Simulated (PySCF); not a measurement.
## An excited-state table with gaps

PN.
Bonds: N1–P2 (triple).

Computed, not measured: TDDFT CAM-B3LYP/def2-SVPD, vertical, gas phase, core orbitals frozen in the response (PySCF). Geometry: PBE0-D3(BJ)/def2-SVP; no solvent, vibrations or thermal averaging.

Lowest singlets, with some entries withheld (?). The highest level found (9.92 eV, f 0.051 so far) is left out, since the window may have cut off a degenerate partner. Orbitals of the list HOMO-3 to LUMO+2 that lie within 0.01 eV of each other are written together with a slash and their weights summed (≥ marks a lower bound); for degenerate orbitals outside that list single weights are arbitrary.

```json
{"state": "S1", "E (eV)": "4.66", "f": "?", "main configurations (H = HOMO, L = LUMO)": "H-2/H-1→L/L+1 (99%)"}
{"state": "S2", "E (eV)": "?", "f": "?", "main configurations (H = HOMO, L = LUMO)": "H-2/H-1→L/L+1 (99%)"}
{"state": "S3", "E (eV)": "?", "f": "?", "main configurations (H = HOMO, L = LUMO)": "H-2/H-1→L/L+1 (99%)"}
{"state": "S4", "E (eV)": "5.21", "f": "0.0027", "main configurations (H = HOMO, L = LUMO)": "H→L/L+1 (98%)"}
{"state": "S5", "E (eV)": "5.21", "f": "0.0027", "main configurations (H = HOMO, L = LUMO)": "H→L/L+1 (98%)"}
{"state": "S6", "E (eV)": "?", "f": "?", "main configurations (H = HOMO, L = LUMO)": "H-2/H-1→L/L+1 (≥67%), H→L+3 (20%)"}
{"state": "S7", "E (eV)": "9.14", "f": "0.068", "main configurations (H = HOMO, L = LUMO)": "H-2/H-1→L+2 (≥71%), H-2/H-1→L+3 (≥25%)"}
{"state": "S8", "E (eV)": "9.14", "f": "0.068", "main configurations (H = HOMO, L = LUMO)": "H-2/H-1→L+2 (≥71%), H-2/H-1→L+3 (≥25%)"}
{"state": "S9", "E (eV)": "9.66", "f": "0.139", "main configurations (H = HOMO, L = LUMO)": "?"}
```

(1) What stands in place of each question mark?

(2) What is the mean static polarisability from the same response equations?

(3) Where do the lowest triplets lie (Tamm–Dancoff)?

(4) How far apart are S2 and S7, in eV and cm⁻¹?

## Answers

(1) 
- S1: f = 0.0000
- S2: E = 5.12 eV; f = 0.0000
- S3: E = 5.12 eV; f = 0.0000
- S6: E = 8.10 eV; f = 0.123
- S9: H→L+2 (88%)

(2) 25.9 au (3.83 Å³), with principal values 21.7, 21.7 and 34.2 au.

(3) T1 3.50 eV, H-2/H-1→L/L+1 (98%); T2 3.99 eV, H-2/H-1→L/L+1 (98%); T3 3.99 eV, H-2/H-1→L/L+1 (98%). E(S1) − E(T1) = +1.16 eV.

(4) 9.145 − 5.116 = 4.029 eV, or about 32490 cm⁻¹.

The vertical ionisation energy (ΔSCF) is 11.92 eV, 2.26 eV above S9.

Time: 3.8 s wall; peak memory 0.25 GiB. Hardware: one thread, Arm Neoverse V2 (aarch64), on a shared host.
